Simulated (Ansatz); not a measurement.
Input file:

```yaml
crystal:
  periodic: [false, false, false]
  atoms:
    - {symbol: Si, position_ang: [0.000000, 0.000000, 0.111800]}
    - {symbol: P, position_ang: [0.000000, 0.000000, -1.832600]}
    - {symbol: H, position_ang: [0.000000, 0.000000, 1.720800]}
basis:
  gaussian: {orbitals: 6-31G}
correlation: {method: fci, electrons: outside_noble_gas}
```

```sh
$ ansatz run in.yaml --threads 1 --pin off --events-out ev --progress --plain --max-ram 2393MiB
```

(1) Roughly how long does this take on 1 thread of Intel Xeon, shared host, and how much host memory?

```
543 factors; integrals over basis functions are off by at most 4.0e-8 eV
mean field evaluation 1: about -17143.7317 eV, gradient 1.7e1 eV
mean field evaluation 2: about -17143.7359 eV, gradient 1.7e1 eV
mean field evaluation 4: about -17145.0609 eV, gradient 1.3e0 eV
mean field evaluation 8: about -17145.0826 eV, gradient 3.6e-2 eV
mean field -17145.08264378 eV, -630.0701658044 hartree, gradient 2.3e-6 eV, S^2 0.000000; 0 other end points of the search recorded, 0 dependent functions left out; unrestricted orbitals would lower it
mean field evaluation 16: about -17145.3405 eV, gradient 1.4e0 eV
10 core orbitals not correlated: weight in the atoms' cores, before any rotation towards them, 1.000 or more for the frozen orbitals, at most 0.000 for the correlated occupied ones
reference -17145.08264378 eV, -630.0701658044 hartree; 5, 5 occupied and 13, 13 virtual orbitals, 543 factors
state -17149.24640475 eV, -630.2231811980 hartree
Total energy: -17149.24640475 eV, -630.2231811980 hartree
```

Natural occupations: 1.9831 1.9527 1.9384 1.8878 1.8878 0.1097 0.1097 0.0746 0.0188 0.0091 0.0064 0.0064 0.0061 0.0038 0.0020 0.0020 0.0012 0.0002.

Answers

(1) 5.1 min wall and 1.2 GiB.
